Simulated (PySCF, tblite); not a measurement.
# CH5BO, a complex of two parts as drawn: NMR shifts, interaction energy, infrared bands, spin-spin couplings and core binding energies

The task here is to estimate one member of a computed series from the others.

Programs: tblite 0.8.0 and PySCF 2.14.0. All values are calculated, for the isolated system unless a continuum is named. Atoms count from 0, parts from 1.

## Starting point

8 atoms, charge 0, multiplicity 1; geometry: rigid parts in contact. Parts: 1 = atoms 0–3, `B`, charge 0; 2 = atoms 4–7, `C=O`, charge 0.

The first run:

The job: settings as JSON, then the geometry in Å.

```
{"job": {"kind": "dock", "xc": "GFN2-xTB", "basis": "xTB"}, "charge": 0, "multiplicity": 1, "parts": [{"atoms": "0-3", "charge": 0, "multiplicity": 1}, {"atoms": "4-7", "charge": 0, "multiplicity": 1}]}
B     -0.000008    -0.000134    -0.000034
H      0.499492    -0.890665    -0.559891
H      0.658037     0.854662     0.438513
H     -1.157522     0.036137     0.121411
C     -0.917547     0.760615    -2.830126
O     -0.598187     1.779631    -2.300197
H     -1.921811     0.598871    -3.256921
H     -0.233731    -0.098788    -2.934216
```

Method: GFN2-xTB search for minima from random contacts, gas phase.

On the command line:

```console
OMP_NUM_THREADS=1 python cluster_run.py task.json out
```

This one command runs all jobs of the session in turn.

Among the steps run: Docking the parts with GFN2-xTB; Optimising the geometry at PBE0-D3(BJ)/def2-TZVPD; Nuclear shieldings: PBE0/pcSseg-2; Coupled-cluster interaction energy: CCSD(T) and MP2.

One of the session's tables, all rows but one given; the rest of the session is left out.

It belongs to the step «Coupled-cluster interaction energy: CCSD(T) and MP2». 

| method | interaction energy (kcal/mol) |
| --- | --- |
| HF/aug-cc-pVDZ | -251.82 |
| MP2/aug-cc-pVDZ | -217.22 |
| CCSD/aug-cc-pVDZ | -202.35 |
| CCSD(T)/aug-cc-pVDZ | -193.17 |
| HF/aug-cc-pVQZ | -258.88 |
| MP2/aug-cc-pVQZ | -232.68 |
| SCS-MP2/aug-cc-pVQZ | ? |
| MP2, extrapolated | -234.57 |
| CCSD(T), limit estimate | -210.52 |

Q: Estimate the row for SCS-MP2/aug-cc-pVQZ from the others.

The run gave: interaction energy (kcal/mol): -227.43. In the column «interaction energy (kcal/mol)» it lies between MP2/aug-cc-pVQZ (-232.68) and MP2/aug-cc-pVDZ (-217.22).

At this geometry H1 has moved to C4 of another part (1.09 Å), so this energy is mostly that of cutting a chemical bond between strained fragments, not an intermolecular interaction.

Caveats from the session: Shifts at one fixed geometry are not the observed spectrum, which averages over the motion. At this geometry a test (T1, the size of the triples or of CCSD(T) less MP2, charge moved between the parts) flags the run, so its CCSD(T) estimate is not taken as a benchmark. The interaction energy leaves out the deformation of the parts, 170.2 kcal/mol at MP2. So large a deformation means that a part is far from its own minimum, so a sum across the two methods would be rough. The parts are strongly deformed in the cluster, so the interaction energy holds bonds cut by the partition and is not to be read as the attraction of intact molecules.
